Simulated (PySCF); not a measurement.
A structure optimised at r2SCAN-D4/def2-TZVPD, used in a PySCF frequency run:

```
C
H 1 1.0792
H 1 1.0792 2 134.09
```
Charge 0, spin multiplicity 3.

**Question.** Write its SMILES, formula and point group.

**Answer.** [CH2], CH2, C2v

**Question.** What are its rotational constants (standard atomic weights)?

**Answer.** 1652.4, 253.87, 220.06 GHz
